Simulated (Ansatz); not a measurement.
# BPHO (quartet): the correlation ladder, def2-QZVPP

An exercise on one series of results from a longer session: the logs are not shown, and one member is left open.

The runs use Ansatz 0.2.0, Gaussian basis; def2-QZVPP, core rule «outside noble gas», up to 7 orbitals frozen.

Plan: UHF; ROHF; CCSD(T) on UHF.

2 further runs of the same task are left out: 2 set aside as unsound or not needed.

## The system

The geometry is a PBE0/def2-TZVP stationary point (not a proven minimum) of the parent state, kept for this charge and spin.

4 atoms, charge 0, spin multiplicity 4.

Atoms are counted from 1 here; the program's logs count them from 0.

Bond lengths: O1–B2 1.313 Å, O1–H4 0.963 Å, B2–P3 1.737 Å. Angles: B2–O1–H4 117.1°, O1–B2–P3 177.9°.

The first run:

The input, in.yaml:

```yaml
crystal:
  periodic: [false, false, false]
  atoms:
    - {symbol: O, position_ang: [0.000010, -0.253523, 0.967945]}
    - {symbol: B, position_ang: [-0.000021, -0.179739, -0.342663]}
    - {symbol: P, position_ang: [0.000006, -0.144524, -2.078829]}
    - {symbol: H, position_ang: [0.000006, 0.577785, 1.453547]}
basis:
  gaussian: {orbitals: "def2-QZVPP.json"}
magnetization: {spin_polarized: true, initial_magnetization: 3}
hamiltonian: {xc: hf}
output: {orbitals: {seedname: orbitals}}
```

Command:

```sh
$ ansatz run in.yaml --threads 1 --pin off --events-out ev --progress --plain --max-ram 2393MiB
```

Steps of the session up to this table: UHF; ROHF; CCSD(T) on UHF.

One of the session's tables, all rows but one given; the rest of the session is left out.

```
  method  from UCCSD(T) (meV)
    ROHF             +13462.7
     UHF                    ?
    UMP2              +1218.4
   UCCSD               +546.5
UCCSD(T)                    0
```

Estimate the missing values for UHF.

The run gave: from UCCSD(T) (meV): +13185.9. In the column «from UCCSD(T) (meV)» it lies between UMP2 (+1218.4) and ROHF (+13462.7).
